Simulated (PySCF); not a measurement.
Dissociation curve of SMILES C[SiH3]. The C1–Si5 bond (C1 also carries H, H, H; Si5 carries H, H, H) is varied alone, starting from the PBE0/def2-TZVP optimised geometry.

Method: CCSD(T) on UHF/cc-pVDZ, 6 core orbitals frozen (PySCF).

**Question.** Relative to R = 1.91 Å, what are the energies at R = 1.58, 2.19, 4.07, 5.09 Å?

**Answer.** 145.9 kJ/mol at 1.58 Å, 49.0 kJ/mol at 2.19 Å, 385.4 kJ/mol at 4.07 Å, 390.1 kJ/mol at 5.09 Å.

The unrestricted determinant behind UCCSD(T) is spin-contaminated at 2.84 to 6.47 Å (<S²> up to 1.0, against 0.00 for a pure singlet).
